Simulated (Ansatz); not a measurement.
Geometry optimisation, RKS B3LYP-D4/cc-pVDZ in Ansatz.

Input:

```yaml
crystal:
  periodic: [false, false, false]
  atoms:
    - { symbol: C, position_ang: [-0.75249, -0.37708, 1.01688] }
    - { symbol: B, position_ang: [0.06259, 0.02654, -0.07787] }
    - { symbol: O, position_ang: [0.75436, 0.38095, -1.01729] }
    - { symbol: H, position_ang: [-1.36359, -0.68558, 1.83751] }
    - { symbol: H, position_ang: [1.29913, 0.65517, -1.75923] }
total_charge: 1
basis:
  gaussian: { orbitals: cc-pVDZ }
hamiltonian:
  xc: b3lyp
  dispersion: d4
relax:
  f_tol: 0.02
  max_steps: 40
scf:
  lower_state_search: "off"
```

Launched with:

```bash
$ ansatz run input.yaml --threads 1 --pin off --max-ram 2048MiB --backend cpu --events-out ev --progress --plain --runs-dir out
```

Question: Where does it end, and by what steps?

Answer: The forces met the threshold. After 13 steps the energy has fallen by 0.351 eV; H5 moved furthest, 0.41 Å.

| step | energy less start (eV) | largest force component (eV/Å) | accepted |
| --- | --- | --- | --- |
| 0 | 0.0000 | 1.448 | yes |
| 1 | -0.0370 | 0.279 | yes |
| 2 | -0.0386 | 0.021 | yes |
| 3 | -0.0387 | 0.046 | yes |
| 4 | -0.0392 | 0.048 | yes |
| 5 | -0.0410 | 0.239 | yes |
| 6 | -0.0430 | 3.519 | yes |
| 7 | -0.2262 | 1.605 | yes |
| 8 | -0.3351 | 0.180 | yes |
| 9 | -0.3464 | 0.084 | yes |
| 10 | -0.3499 | 0.161 | yes |
| 11 | -0.3505 | 0.093 | yes |
| 12 | -0.3510 | 0.074 | yes |
| 13 | -0.3510 | 0.004 | yes |

```xyz
5
Properties=species:S:1:pos:R:3
C -0.674 -0.148 1.175
B 0.093 0.104 -0.048
O 0.869 0.642 -0.894
H -1.369 -0.906 1.555
H 1.081 0.307 -1.789
```

Whether the end is a true minimum wasn't checked by a vibrational analysis.

Run time: 27 s on 1 thread of Arm Neoverse V1, on a shared host, peak memory 0.12 GiB.
